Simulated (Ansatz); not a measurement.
# Rock-salt BaO: smallest direct gap on the k points sampled by level of theory

No measured value is used here.

| level (code) | value (eV) | cell (Å³/atom) |
|---|---|---|
| LDA+SOC (Ansatz) | 1.86 | 21.25 |
| PBE (Ansatz) | 2.04 | 21.25 |
| PBE-D3(BJ) (Ansatz) | 2.02 | 21.12 |
| PBE0+SOC (Ansatz) | ? | 21.25 |
| Hartree–Fock (Ansatz) | 10.66 | 21.25 |

### Question
Complete the blanks.

### Answer

- PBE0+SOC (Ansatz, a quantum-chemistry and plane-wave program), value (eV): 4.00

Computed values are for a static lattice. Spin–orbit coupling is included only where a level's name says +SOC; with heavier elements it mostly lowers gaps and can invert bands.  Values are at the measured cell; PBE-D3(BJ) at the level's own equilibrium cell. Cutoffs and k meshes differ between the levels. Ansatz's density-functional and Hartree–Fock values are scalar-relativistic unless marked +SOC, with PAW data made under PBE.
